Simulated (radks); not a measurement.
# Nuclear size and the levels of O²⁺

Aim: how the total energy, the levels and the density at the nucleus of O²⁺ respond when the nuclear radius is scaled.

The numbers are computed with radks (a radial shooting solver on a logarithmic mesh, Libxc functionals) version 1 (Dirac Kohn-Sham, exchange-only LDA, spin-unpolarised, spherical densities, finite nucleus; open shells fill j = l - 1/2 first), except any that are marked as measured or tabulated.

### 1 Starting point

```
element            : oxygen (Z = 8)
charge             : +2
electrons          : 6
configuration      : [He] 2s2 2p2
nuclear rms radius : 2.6991 fm
```

### 2 rms radius 2.6991 fm

Input:

```text
Z 8
configuration [He] 2s2 2p2 3s0 3p0
relativity Dirac
functional lda,
spin unpolarised
j_filling energy
nucleus finite rms 2.6991 fm
c 137.035999084
```

### 3 rms radius 2.4211 fm

Settings, as their differences from step 2:

```diff
@@ -6,3 +6,3 @@
 j_filling energy
-nucleus finite rms 2.6991 fm
+nucleus finite rms 2.4211 fm
 c 137.035999084
```

### 4 rms radius 2.5992 fm

Settings, as their differences from step 3:

```diff
@@ -6,3 +6,3 @@
 j_filling energy
-nucleus finite rms 2.4211 fm
+nucleus finite rms 2.5992 fm
 c 137.035999084
```

### 5 rms radius 2.9528 fm

Settings, as their differences from step 4:

```diff
@@ -6,3 +6,3 @@
 j_filling energy
-nucleus finite rms 2.5992 fm
+nucleus finite rms 2.9528 fm
 c 137.035999084
```

### 6 rms radius 3.3739 fm

Settings, as their differences from step 5:

```diff
@@ -6,3 +6,3 @@
 j_filling energy
-nucleus finite rms 2.9528 fm
+nucleus finite rms 3.3739 fm
 c 137.035999084
```

Before running it: what results should come out? Wanted: for each run, rms radius; total energy shift; density at nucleus; 1s1/2 shift.

**Answer**, as computed:

```csv
rms radius (fm),total energy shift (eV),density at nucleus (e/bohr³),1s1/2 shift (meV)
2.4211,-7.44e-05,320.6,-0.0288
2.5992,-2.76e-05,320.5,-0.0107
2.6991,0,320.5,0
2.9528,7.48e-05,320.3,0.0289
3.3739,0.000214,320.1,0.0826
```

What this shows: Shifts are against the first run. Over the range the 1s1/2 level moves by 0.000111 eV and the 1s1/2 level by 0.111 meV. A larger nucleus binds the 1s electrons less and lowers the density at its centre. These are shifts of eigenvalues, not the field shifts of spectral lines.
